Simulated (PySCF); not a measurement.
C2H6S, SMILES CCS (connectivity only; charge and spin as stated), charge +1, multiplicity 2.

The structure is a stationary point at TPSSh-D3(BJ)/def2-TZVP. A frequency run showed that this geometry is not a minimum. The spin state was assumed, not searched. Other conformers were not sampled.

Method: PySCF with ωB97X/def2-TZVPD.

Gas-phase values at a fixed geometry.

```json
{
 "total_energy": "-477.69427 hartree",
 "point_group": "Cs",
 "α spin, highest occupied and lowest empty level": "-17.66 and -3.95 eV",
 "β spin, highest occupied and lowest empty level": "-18.03 and -9.18 eV",
 "dipole_moment_about_the_centre_of_nuclear_charge": "0.85 D",
 "mean_static_polarisability": "40.2 bohr³ (5.96 Å³)",
 "polarisability_principal_values": "32.7, 38.1, 49.9 bohr³",
 "⟨S²⟩": "0.755 (pure state 0.75)"
}
```
